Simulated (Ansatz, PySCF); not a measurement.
Molecule: methylamine, CH$_{5}$N, net charge 0, singlet state. SMILES: CN
Structure (B3LYP-D3(BJ)/def2-TZVP (Ansatz, a first-principles code) minimum search):
```xyz
7

C      0.0542     0.7048     0.0003
N      0.0439    -0.7575     0.0005
H     -0.9369     1.1793    -0.0070
H     -0.4495    -1.1127     0.8106
H     -0.4377    -1.1131    -0.8166
H      0.5892     1.0603     0.8824
H      0.6020     1.0600    -0.8741
```
Charge 0, spin multiplicity 1.

Harmonic wavenumbers (cm⁻¹) at B3LYP/6-31G* (Ansatz, at its own minimum) and at B3LYP-D3(BJ)/def2-TZVP (PySCF, at the structure above). 6-31G* holds six Cartesian d functions. Modes are numbered in rising order, 15 in all, and paired by that order; shown are modes over 250 cm⁻¹ that lie over 6 % from every other mode at both levels, one of each degenerate set, at most eight drawn at random. The second level is harmonic too, so this factor is not the one that brings values to measured fundamentals.

| mode | B3LYP/6-31G* (x) | B3LYP-D3(BJ)/def2-TZVP (y) |
|---|---|---|
| 2 | 877 | 830 |
| 3 | 988 | 976 |
| 4 | 1070 | 1057 |
| 5 | 1193 | 1169 |
| 6 | 1371 | 1347 |
| 10 | 1704 | 1666 |

Q: Fit one scale factor, y = λ·x, by least squares, and use it for mode 1, which lies at 332 cm⁻¹ at B3LYP/6-31G*.

A: λ = Σxy/Σx² = 8903406/9096679 = 0.9788; the rows scatter about it by 13 cm⁻¹ (root mean square). Prediction for mode 1: 325 cm⁻¹. It lies outside the range of the table, so the fit extrapolates. The wavenumber at B3LYP-D3(BJ)/def2-TZVP is 303 cm⁻¹, so the fit misses by +22 cm⁻¹, against +29 cm⁻¹ without it. The fit is meant for this molecule alone.
